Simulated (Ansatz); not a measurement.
Compare A (`CCCCCC`) with its isomer B (`CC(C)C(C)C`).

Gas-phase electronic energies from Ansatz, PBE0-D4/def2-TZVP geometries. CCSD(T)/CBS is the MP2 limit (def2-TZVPP, def2-QZVPP) plus CCSD(T) − MP2 in def2-TZVPP, frozen cores. DFT in def2-TZVPP. B3LYP here is the variant with VWN-RPA as its local correlation; programs differ in this. Each species was taken in one conformer, which may not be the lowest.

**Question.** Which isomer does CCSD(T)/CBS put lower? Give the gap. (Best estimate.)

**Answer.** The calculation gave: B, by 2.4 kcal/mol.

**Question.** Give E(B) − E(A) in kcal/mol with PBE0-D4, ωB97M-V, HF/def2-TZVPP, MP2/def2-TZVPP, r2SCAN-D4, CCSD/def2-TZVPP, B3LYP. (An estimate is asked.)

**Answer.** Ansatz gave: PBE0-D4 -1.6, ωB97M-V -2.1, HF/def2-TZVPP -0.1, MP2/def2-TZVPP -2.9, r2SCAN-D4 -2.1, CCSD/def2-TZVPP -1.9, B3LYP -0.7. None reverses the order clearly.

Largest T1 diagnostic: 0.008.

In def2-TZVPP, CCSD(T) changes the Hartree–Fock value by −2.3 kcal/mol (the triples alone add −0.4 kcal/mol) and MP2 by −2.9 kcal/mol. The D4 term adds −0.9 kcal/mol with B3LYP and −0.5 kcal/mol with PBE0; it sums over pairs of atoms, weighted by their polarisabilities, and B3LYP, whose exchange is more repulsive, gets the larger term.
